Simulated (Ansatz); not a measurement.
Conformers of C4H9N, SMILES `NC1CCC1`, each relaxed with PBE0-D4/def2-TZVP in Ansatz. CBS adds the triple-zeta coupled-cluster correction to the MP2 limit.

Not all of them had a frequency check.

Conformer A:

Cartesian coordinates in Å:
```
N -0.947 -0.625 -1.618
C 0.084 -0.177 -0.721
C -0.046 1.095 0.154
C 0.694 0.334 1.269
C 0.294 -0.980 0.572
H -1.004 -0.036 -2.439
H -1.852 -0.601 -1.163
H 1.025 -0.136 -1.279
H 0.378 2.031 -0.216
H -1.094 1.263 0.421
H 0.365 0.487 2.297
H 1.772 0.501 1.220
H 1.001 -1.811 0.555
H -0.667 -1.345 0.948
```

Conformer B:

Cartesian coordinates in Å:
```
N -0.725 -1.340 1.164
C -0.214 -0.657 -0.004
C 1.139 0.057 0.147
C 0.568 1.212 -0.698
C -0.842 0.705 -0.342
H -0.165 -2.161 1.367
H -1.670 -1.669 0.996
H -0.194 -1.281 -0.912
H 1.277 0.359 1.188
H 2.037 -0.454 -0.205
H 0.830 2.230 -0.409
H 0.789 1.085 -1.760
H -1.211 1.172 0.574
H -1.619 0.742 -1.107
```

Which is lowest in electronic energy at CCSD(T)/CBS (frozen core, def2 sets), and by how much? (Estimate.)

The calculation gave: A; B lies 3.5 kJ/mol higher.

Give the energies relative to A (kJ/mol) with PBE-D4/def2-TZVPP, ωB97X-V/def2-TZVPP, ωB97M-V/def2-TZVPP, r2SCAN/def2-TZVPP, HF/def2-TZVPP, CCSD(T)/def2-TZVPP, HF/def2-QZVPP. (An estimate is asked.)

The calculation gave: 
```json
{"level": "PBE-D4/def2-TZVPP", "B": "4.0"}
{"level": "ωB97X-V/def2-TZVPP", "B": "3.0"}
{"level": "ωB97M-V/def2-TZVPP", "B": "3.0"}
{"level": "r2SCAN/def2-TZVPP", "B": "4.4"}
{"level": "HF/def2-TZVPP", "B": "2.7"}
{"level": "CCSD(T)/def2-TZVPP", "B": "3.3"}
{"level": "HF/def2-QZVPP", "B": "2.9"}
```
